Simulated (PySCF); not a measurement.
A PySCF script (with the pyscf-properties extension) for the spin–spin couplings of `C(#C)/C(F)=C\F`, C4H2F2, on a PBE0-D3(BJ)/def2-SVP geometry:

```python
import basis_set_exchange as bse
import numpy as np
from pyscf import gto, dft
from pyscf.data import nist
from pyscf.prop import ssc

atoms = """
C     1.713088    1.063477    0.710800
C     0.890377    0.360722    0.163658
C    -0.066361   -0.464755   -0.481144
F     0.390182   -1.272638   -1.442220
C    -1.376036   -0.494481   -0.196852
F    -1.897719    0.273737    0.741832
H     2.438928    1.686931    1.200420
H    -2.082275   -1.144430   -0.718901
"""
names = dict.fromkeys(["C", "F", "H"], "pcJ-1")
basis = {el: gto.basis.parse(bse.get_basis(n, elements=[el], fmt="nwchem")) for el, n in names.items()}
mol = gto.M(atom=atoms, basis=basis, charge=0, verbose=0)
mf = dft.RKS(mol, xc="B3LYP")
mf.grids.level = 2
mf.grids.alignment = dft.numint.BLKSIZE   # the property module wants whole blocks of grid points
mf.conv_tol = 1e-9
mf.kernel()

sc = ssc.RKS(mf)
sc.with_fcsd = True   # Fermi contact and spin-dipole together
sc.max_cycle_cphf = 60
g = {"C": 1.4048236, "F": 5.257736, "H": 5.58569468}   # nuclear g factors of 13C, 19F, 1H
sc.nuc_pair = [(i, j) for i in range(mol.natm) for j in range(i + 1, mol.natm)
               if mol.atom_pure_symbol(i) in g and mol.atom_pure_symbol(j) in g]
K = sc.kernel()
unit = nist.HARTREE2J / nist.PLANCK * (0.5 * nist.E_MASS / nist.PROTON_MASS) ** 2
for (i, j), k in zip(sc.nuc_pair, K):
    a, b = mol.atom_pure_symbol(i), mol.atom_pure_symbol(j)
    J = unit * g[a] * g[b] * np.trace(k) / 3
    if abs(J) >= 1:
        print("%s%d %s%d %8.1f Hz" % (a, i, b, j, J))
```

Problem. What does it print?

Solution. 
```
C0 C1    222.1 Hz
C0 C2     14.9 Hz
C0 F3      4.6 Hz
C0 C4      4.7 Hz
C0 F5     22.6 Hz
C0 H6    281.1 Hz
C1 C2    125.6 Hz
C1 F3     35.3 Hz
C1 C4      4.3 Hz
C1 F5    -10.8 Hz
C1 H6     53.7 Hz
C1 H7      8.9 Hz
C2 F3   -303.3 Hz
C2 C4    126.7 Hz
C2 F5     34.7 Hz
C2 H6      5.8 Hz
C2 H7      7.6 Hz
F3 C4     67.9 Hz
F3 F5   -167.0 Hz
F3 H6     -3.8 Hz
C4 F5   -347.2 Hz
C4 H6     -2.8 Hz
C4 H7    211.9 Hz
F5 H6     -2.4 Hz
F5 H7     81.9 Hz
H6 H7      1.2 Hz
```

These numbers come from an equivalent density-fitted implementation of the same equations, which agrees with the script to about 0.1 Hz, so last digits may differ.

Size and cost of the density-fitted run: 182 basis functions, 25 s wall time on 1 thread of an Arm Neoverse V1, shared host.
